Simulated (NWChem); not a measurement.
SiH2, triplet; SMILES [SiH2]

```xyz
3

Si     0.0000     0.0000     0.0947
H      1.2873     0.0000    -0.6629
H     -1.2873     0.0000    -0.6629
```
Atoms are numbered in this order, from 1.

Results from NWChem. Spin-unrestricted. In the optimisation the excess spin sits in a1 and b2 (C2v, its own frame). The geometry was optimised at PBE0/def2-SVP, spin-unrestricted. No stability test was run on the SCF state. B3LYP is NWChem's, with the RPA form of VWN correlation. Vertical excitations in the gas phase; the lowest state need not have the same character in each row. Excited states of an open shell can be spin-contaminated.

```csv
level,lowest excitation (eV),lowest state with f > 0.02 (eV),"lowest empty minus highest occupied level, either spin (eV)"
"PBE/def2-SVP, TDA",4.69,4.74,(withheld)
"B3LYP/def2-SVP, TDA",4.71,4.75,1.73
"CAM-B3LYP/def2-SVP, TDA",4.78,4.87,4.52
"LDA (Slater exchange, VWN5)/def2-SVP, TDA",4.41,7.07,0.16
```

Q: Fill in the missing entries.

A: 
- PBE/def2-SVP, TDA, lowest empty minus highest occupied level, either spin (eV): 0.57
